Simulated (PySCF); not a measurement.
# C4H6O2: the cost of one run

Programs: PySCF 2.14.0, with density-fitted response routines of our own. Each step states its level of theory. These are calculated values for one molecule in the gas phase, unless marked as measured. Atoms count from 0, in the outputs and in this text.

**1. Starting geometry**

12 atoms, charge 0, multiplicity 1; geometry from: MMFF94s. The atoms were then displaced at random by about 0.03 Å, so the start is not that level's minimum.

Bonds of the start (Å): C0–C1 1.26, C1–O2 1.37, O2–C3 1.48, C3–C4 1.40, C3–O5 1.23, C0–H6 1.15, C0–H7 1.05, C1–H8 1.03, C4–H9 1.15, C4–H10 1.05, C4–H11 1.08.

**2. Geometry optimisation at PBE0-D3(BJ)/def2-SVP**

Job settings and geometry (Å):

```
{"job": {"xc": "PBE0", "basis": "def2-SVP", "d3": "d3bj", "grid": 1, "shake": 0.03, "kind": "geom"}, "charge": 0, "multiplicity": 1}
C     -2.251480     0.089280     1.104960
C     -1.326570    -0.420910     0.418710
O     -0.191660     0.278960     0.123790
C      0.929370    -0.400760    -0.553570
C      2.012510     0.459400    -0.783800
O      0.748270    -1.548660    -0.948490
H     -2.213070     1.184500     1.442180
H     -3.178450    -0.366310     1.285950
H     -1.351990    -1.410820     0.120640
H      2.426230     0.771970     0.244170
H      2.762590    -0.078480    -1.277640
H      1.749730     1.359080    -1.317000
```

Launch:

```
$ OMP_NUM_THREADS=1 python probes_run.py task.json out
```

One launch serves the whole session: the jobs run in the order shown.

Q: Estimate the wall time and peak memory of this first job on 1 thread of Arm Neoverse V1, shared host.

About 36 s, with a peak of 0.46 GiB.
